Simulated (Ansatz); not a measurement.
## Ansatz (development build ahead of 0.2.0) run

```yaml
crystal:
  periodic: [false, false, false]
  atoms:
    - { symbol: Na, position_ang: [0.0, 0.0, 0.0] }
    - { symbol: S, position_ang: [0.0, 0.0, 3.9268] }
basis:
  gaussian: { orbitals: pcseg-2 }
magnetization:
  initial_magnetization: 1
hamiltonian:
  xc: r2scan
```

The input is written out in the form of the current development build from the run's settings.

Output:

```yaml
Converged: yes
Total_energy: -560.38040 hartree
Spin_squared_of_the_determinant: 0.750
Stability_test: minimum among restricted orbitals
```

Caution: stretched shape with no unrestricted run beside it, a lower state can exist.
